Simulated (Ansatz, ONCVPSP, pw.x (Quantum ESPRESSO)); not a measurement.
## Au: one change to the ONCV potential, in the atom and in the sc crystal

```json
{
 "Element": "Au (Z = 79)",
 "Generator": "ONCVPSP 4.0.1.1 (patched build)",
 "Type": "optimised norm-conserving Vanderbilt (ONCV)",
 "Functional": "LDA (Perdew-Wang 92)",
 "Relativity": "scalar-relativistic",
 "Frozen core": "[Kr] 4d10 4f14",
 "Valence charge": "19",
 "Reference configuration": "5s2 5p6 5d10 6s1",
 "Partial waves": "5s+6s: rc 1.50 bohr, ncon 4, nbas 7, qcut 8.9 1/bohr, 2 projectors; 5p: rc 1.65 bohr, ncon 4, nbas 7, qcut 7.9 1/bohr, 2 projectors, debl 2.8 Ha; 5d: rc 2.05 bohr, ncon 3, nbas 7, qcut 9 1/bohr, 3 projectors, debl 2.3 Ha",
 "Local potential": "polynomial inside 1.45 bohr (lpopt 5, dvloc0 0 Ha)",
 "Core correction": "none"
}
```

Change: all radii scaled by about 1.23 (s 1.84, p 2.02, d 2.52 bohr); local potential polynomial inside 1.78 bohr (lpopt 5, dvloc0 0 Ha).

Cutoffs, loose and tight: the cutoffs (Ha) at which the residual kinetic energy of the hardest occupied pseudo-wave falls to 1 and 0.1 mHa per electron. They do not see the model core or the augmentation charge, which bear on the density cutoff. Test errors are all-electron minus pseudo excitation energies from the reference, over the configurations 5s2 5p6 5d10 6s0; 5s2 5p6 5d9 6s0; 5s2 5p6 5d8 6s0; 5s2 5p6 5d10 6s0 6p1; variants that change the core or the reference have their own tests.

Crystal test: sc Au in pw.x 7.5, no spin, 12³ k-points, Fermi–Dirac smearing 0.01 Ry, cutoffs set for each file from its atomic test. The reference is all-electron LAPW (Ansatz 0.2.0) with the same functional, mesh and smearing; V0 and B0 come from Birch–Murnaghan fits to the pressures at five volumes. Errors are pseudo minus all-electron; Δ is the rms difference of the E(V) curves that follow from these fits, minima aligned, over ±6 % about the mean V0. Mesh and smearing are coarse, so the numbers serve the comparison and aren't converged zero-temperature values; the lattice is a test structure that the element need not adopt.

All-electron: a0 = 2.667 Å (V0 = 18.97 Å³/atom), B0 = 148.3 GPa.

Task: Does the change bring the crystal closer to the all-electron result?

Result: The mean pressure error goes from -0.71 to -0.28 GPa, so the change moves the solid closer to the all-electron pressures. At 80 % of its cutoff the pressure of the base moves by -1.11 GPa. At 80 % of its cutoff the pressure of the changed file moves by -1.11 GPa.

```csv
quantity,base,changed
outcome (atom),generated,generated
"cutoff, loose (atom)",28 Ha,22 Ha
"cutoff, tight (atom)",33 Ha,27 Ha
bound ghosts (atom),none,none
largest test error (meV) (atom),-11,+17
cutoffs in pw.x (Ry),80/320,65/260
a0 (Å),2.663,2.665
a0 error (%),-0.16,-0.06
B0 error (%),+0.6,+0.9
Δ (meV/atom),3.0,1.2
mean pressure error (GPa),-0.71,-0.28
```
